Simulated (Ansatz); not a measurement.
Cuprite Ag2O: PBE at its full settings (plane-wave cutoff 520 eV, 8×8×8 k mesh, Fermi–Dirac smearing 0.01 eV, no spin polarisation, scalar-relativistic PAW data made under PBE) and at cheaper ones, in a cell of 6 atoms with Γ-centred meshes.

```csv
level and setting,equilibrium lattice constant a (Å),bulk modulus (GPa)
PBE (Ansatz),4.812,70.2
PBE (Γ point alone) (Ansatz),5.065,60.6
PBE (2×2×2 k mesh) (Ansatz),4.843,69.0
PBE (4×4×4 k mesh) (Ansatz),4.814,70.1
PBE (6×6×6 k mesh) (Ansatz),4.812,70.1
PBE (Fermi-Dirac smearing of 0.3 eV) (Ansatz),4.821,68.7
```

Largest shifts from the full settings: lattice constant a +5.26 % (PBE (Γ point alone)), against a difference of +1.41 % of the full result from the reference 4.745 Å (measured, 15 K, no zero-point or thermal correction; as tabulated in Gupta et al. (2014), arXiv:1311.4701); bulk modulus -13.7 % (PBE (Γ point alone)).

Ansatz's density-functional and Hartree–Fock values are scalar-relativistic unless marked +SOC, with PAW data made under PBE.

Run with cheap settings on purpose, which may leave them unconverged: PBE (2×2×2 k mesh), PBE (4×4×4 k mesh), PBE (6×6×6 k mesh), PBE (Fermi-Dirac smearing of 0.3 eV), PBE (Γ point alone).

Ansatz is a quantum-chemistry and plane-wave program.
